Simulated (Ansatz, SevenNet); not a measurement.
## Rock-salt PbS: properties by level of theory

Reference values: lattice constant a 5.914 Å (measured, 120 K, no zero-point or thermal correction; as tabulated in Noda, Masumoto, Ohba, Saito, Toriumi, Iwata, Shibuya, Acta Cryst. C 43, 1443 …); bulk modulus 60 GPa (measured, 300 K, no zero-point or thermal correction, K' fixed at 4.2, our sources range from 52.9 to 62.8; as tabulated in PbS at high pressure, J. Appl. Phys. 113 (4), abstract).

| level (code) | equilibrium lattice constant a (Å) | bulk modulus B0 (GPa) |
|---|---|---|
| SevenNet-l3i5 | ? | 52.9 |
| PBE-D3(BJ) (Ansatz) | ? | ? |
| r²SCANh (Ansatz) | ? | 58.9 |

**Question.** Complete the blanks.

**Answer.** 
- SevenNet-l3i5, equilibrium lattice constant a (Å): 6.009
- PBE-D3(BJ) (Ansatz, an electronic-structure program), equilibrium lattice constant a (Å): 5.934
- PBE-D3(BJ) (Ansatz), bulk modulus B0 (GPa): 57.3
- r²SCANh (Ansatz), equilibrium lattice constant a (Å): 5.968

Machine-learned potentials (SevenNet-l3i5) are trained on DFT data: a solid inside that data is no test of them.

Ansatz's density-functional and Hartree–Fock values are scalar-relativistic unless marked +SOC, with PAW data made under PBE.

Static lattice: no zero-point or thermal effects.
